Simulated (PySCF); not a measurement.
# Working out the electron affinity of C

C⁻ [He] 2s2 2p3 (4S) → C [He] 2s2 2p2 (3P). Computed with PySCF 2.14 in aug-cc-pwCVDZ, with the non-relativistic Hamiltonian (point nucleus). Frozen: nothing. Energies in hartree (1 hartree = 27.21139 eV):

```tsv
part	C⁻ (lower)	C (upper)
UHF	-37.705045	-37.687797
CCSD correlation	-0.130467	-0.107328
(T)	-0.003278	-0.001488
```

**Question.** What does Hartree-Fock give?

**Answer.** (-37.687797) − (-37.705045) = 0.017248 hartree = 0.469 eV.

**Question.** What do CCSD and CCSD(T) give?

**Answer.** The CCSD correlation energies differ by 0.023139 hartree = 0.630 eV and the triples by 0.001790 hartree = 0.049 eV, so CCSD gives 1.099 eV and CCSD(T) 1.148 eV.

A first-order spin-orbit estimate adds -0.004 eV to CCSD(T) (valence and next inner shell), giving 1.144 eV against 1.262 eV (measured; photodetachment measurements, as compiled on the Wikipedia data page of electron affinities).

A double-zeta basis recovers only part of the correlation energy.

What remains against the reference includes basis incompleteness and higher excitations.
